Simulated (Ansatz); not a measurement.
```yaml
crystal:
  periodic: [false, false, false]
  atoms:
    - {symbol: Si, position_ang: [-1.730698, -0.002255, -0.004605]}
    - {symbol: Ga, position_ang: [0.775986, 0.001011, 0.002065]}
    - {symbol: H, position_ang: [-2.728074, 1.106991, -0.009610]}
    - {symbol: H, position_ang: [-2.725192, -1.114095, -0.004899]}
basis:
  gaussian: {orbitals: def2-TZVP}
magnetization: {spin_polarized: true, initial_magnetization: 1}
hamiltonian: {xc: pbe0}
relax: {f_tol: 0.004, max_steps: 80}
```

```sh
$ ansatz run in.yaml --threads 1 --pin off --events-out ev --progress --plain --max-ram 2176MiB
```

Steps of the relaxation (energy above the last step; positions in Å, forces in eV/Å):

```
4
step 1, 48.0 meV
Si   -1.731   -0.002   -0.005   -0.440   -0.001   -0.001
Ga    0.776    0.001    0.002    0.136    0.000    0.000
H    -2.728    1.107   -0.010    0.151    0.401    0.000
H    -2.725   -1.114   -0.005    0.152   -0.401    0.001
```

```
4
step 2, 7.6 meV
Si   -1.795   -0.002   -0.005    0.017    0.000    0.000
Ga    0.732    0.001    0.002   -0.004    0.000    0.000
H    -2.674    1.224   -0.010   -0.006   -0.218    0.000
H    -2.671   -1.231   -0.005   -0.007    0.218    0.000
```

```
4
step 3, 0.1 meV
Si   -1.779   -0.002   -0.005   -0.050    0.000    0.000
Ga    0.748    0.001    0.002    0.004    0.000    0.000
H    -2.690    1.191   -0.010    0.023   -0.031    0.000
H    -2.687   -1.198   -0.005    0.023    0.031    0.000
```

```
4
step 5, 0.0 meV
Si   -1.780   -0.002   -0.005    0.000    0.000    0.000
Ga    0.747    0.001    0.002    0.000    0.000    0.000
H    -2.689    1.190   -0.010    0.000    0.000    0.000
H    -2.686   -1.197   -0.005    0.000    0.000    0.000
```

Close pairs at the end: Si1–H4 1.499 Å, Si1–H3 1.499 Å, Si1–Ga2 2.527 Å.

A stationary point of unrestricted PBE0 after 5 steps, with ⟨S²⟩ = 0.758 against 0.75 for a pure state; no frequencies were run, so it isn't proven a minimum. 26 s on 1 thread of Arm Neoverse V1, shared host.
